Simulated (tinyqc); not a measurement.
Inside a calculation. Method: UHF in the sto-3g basis, for LiH, spin multiplicity 3. This run ends on a higher stationary point, not on the lowest solution. One step of it, computed by the program tinyqc.

Question. Iteration 1: diagonalisation and new density. Diagonalise F' = X^T F X, C = X C', fill 3 alpha and 1 beta electrons from the bottom; D(s) = C_occ C_occ^T. Each column has its largest component positive (the first on a tie).

F(alpha) (hartree):
```
            1Li 1s     1Li 2s    1Li 2px    1Li 2py    1Li 2pz      2H 1s
1Li 1s   -3.274313  -0.746507   0.000000   0.000000  -0.006674  -0.281722
1Li 2s   -0.746507  -0.570042   0.000000   0.000000   0.031543  -0.237348
1Li 2px   0.000000   0.000000  -0.389055   0.032248   0.000000   0.000000
1Li 2py   0.000000   0.000000   0.032248  -0.134768   0.000000   0.000000
1Li 2pz  -0.006674   0.031543   0.000000   0.000000  -0.322153  -0.211288
2H 1s    -0.281722  -0.237348   0.000000   0.000000  -0.211288  -0.280134
```

F(beta) (hartree):
```
            1Li 1s     1Li 2s    1Li 2px    1Li 2py    1Li 2pz      2H 1s
1Li 1s   -3.253118  -0.722682   0.000000   0.000000  -0.014813  -0.276691
1Li 2s   -0.722682  -0.307649   0.000000   0.000000  -0.120727  -0.223638
1Li 2px   0.000000   0.000000  -0.030931  -0.004147   0.000000   0.000000
1Li 2py   0.000000   0.000000  -0.004147  -0.063634   0.000000   0.000000
1Li 2pz  -0.014813  -0.120727   0.000000   0.000000  -0.170322  -0.200262
2H 1s    -0.276691  -0.223638   0.000000   0.000000  -0.200262  -0.261044
```

X:
```
            1Li 1s     1Li 2s   1Li 2px   1Li 2py    1Li 2pz      2H 1s
1Li 1s    1.022965  -0.125084  0.000000  0.000000   0.000128  -0.005464
1Li 2s   -0.125084   1.133390  0.000000  0.000000   0.137411  -0.320402
1Li 2px   0.000000   0.000000  1.000000  0.000000   0.000000   0.000000
1Li 2py   0.000000   0.000000  0.000000  1.000000   0.000000   0.000000
1Li 2pz   0.000128   0.137411  0.000000  0.000000   1.170705  -0.398692
2H 1s    -0.005464  -0.320402  0.000000  0.000000  -0.398692   1.281174
```

Give: F' = X^T F X; orbital energies; coefficients C; F' = X^T F X; orbital energies; coefficients C; D(alpha) after iteration 1; D(beta) after iteration 1.

Answer.

F' = X^T F X (alpha) (hartree):
```
         1        2        3        4        5        6
1  -3.2415  -0.2951   0.0000   0.0000  -0.0042  -0.0862
2  -0.2951  -0.4282   0.0000   0.0000   0.0743  -0.0924
3   0.0000   0.0000  -0.3891   0.0322   0.0000   0.0000
4   0.0000   0.0000   0.0322  -0.1348   0.0000   0.0000
5  -0.0042   0.0743   0.0000   0.0000  -0.2634  -0.1176
6  -0.0862  -0.0924   0.0000   0.0000  -0.1176  -0.1496
```

orbital energies (alpha) (hartree): MO1 -3.2750, MO2 -0.4348, MO3 -0.3931, MO4 -0.3330, MO5 -0.1307, MO6 -0.0399

coefficients C (alpha):
```
             MO1      MO2      MO3      MO4     MO5      MO6
1Li 1s    1.0038  -0.2223   0.0000  -0.0606  0.0000   0.0389
1Li 2s   -0.0162   0.9833   0.0000   0.1202  0.0000  -0.6635
1Li 2px   0.0000   0.0000   0.9923   0.0000  0.1239   0.0000
1Li 2py   0.0000   0.0000  -0.1239   0.0000  0.9923   0.0000
1Li 2pz   0.0023  -0.2905   0.0000   0.7247  0.0000  -0.9689
2H 1s     0.0003   0.0094   0.0000   0.3707  0.0000   1.3287
```

F' = X^T F X (beta) (hartree):
```
         1        2        3        4        5        6
1  -3.2213  -0.3067   0.0000   0.0000   0.0058  -0.0836
2  -0.3067  -0.1504   0.0000   0.0000  -0.0734  -0.1040
3   0.0000   0.0000  -0.0309  -0.0041   0.0000   0.0000
4   0.0000   0.0000  -0.0041  -0.0636   0.0000   0.0000
5   0.0058  -0.0734   0.0000   0.0000  -0.1081  -0.1218
6  -0.0836  -0.1040   0.0000   0.0000  -0.1218  -0.1286
```

orbital energies (beta) (hartree): MO1 -3.2545, MO2 -0.3135, MO3 -0.0642, MO4 -0.0474, MO5 -0.0304, MO6 0.0069

coefficients C (beta):
```
             MO1      MO2     MO3      MO4      MO5      MO6
1Li 1s    1.0049  -0.1427  0.0000  -0.1786   0.0000   0.0109
1Li 2s   -0.0212   0.4762  0.0000   0.9696   0.0000  -0.5044
1Li 2px   0.0000   0.0000  0.1239   0.0000   0.9923   0.0000
1Li 2py   0.0000   0.0000  0.9923   0.0000  -0.1239   0.0000
1Li 2pz   0.0038   0.4806  0.0000  -0.3469   0.0000  -1.0941
2H 1s     0.0005   0.4199  0.0000  -0.4105   0.0000   1.2483
```

D(alpha) after iteration 1:
```
          1Li 1s   1Li 2s  1Li 2px  1Li 2py  1Li 2pz    2H 1s
1Li 1s    1.0569  -0.2349   0.0000   0.0000   0.0669  -0.0018
1Li 2s   -0.2349   0.9671   0.0000   0.0000  -0.2857   0.0093
1Li 2px   0.0000   0.0000   0.9847  -0.1229   0.0000   0.0000
1Li 2py   0.0000   0.0000  -0.1229   0.0153   0.0000   0.0000
1Li 2pz   0.0669  -0.2857   0.0000   0.0000   0.0844  -0.0027
2H 1s    -0.0018   0.0093   0.0000   0.0000  -0.0027   0.0001
```

D(beta) after iteration 1:
```
          1Li 1s   1Li 2s  1Li 2px  1Li 2py  1Li 2pz   2H 1s
1Li 1s    1.0097  -0.0213   0.0000   0.0000   0.0038  0.0005
1Li 2s   -0.0213   0.0004   0.0000   0.0000  -0.0001  0.0000
1Li 2px   0.0000   0.0000   0.0000   0.0000   0.0000  0.0000
1Li 2py   0.0000   0.0000   0.0000   0.0000   0.0000  0.0000
1Li 2pz   0.0038  -0.0001   0.0000   0.0000   0.0000  0.0000
2H 1s     0.0005   0.0000   0.0000   0.0000   0.0000  0.0000
```
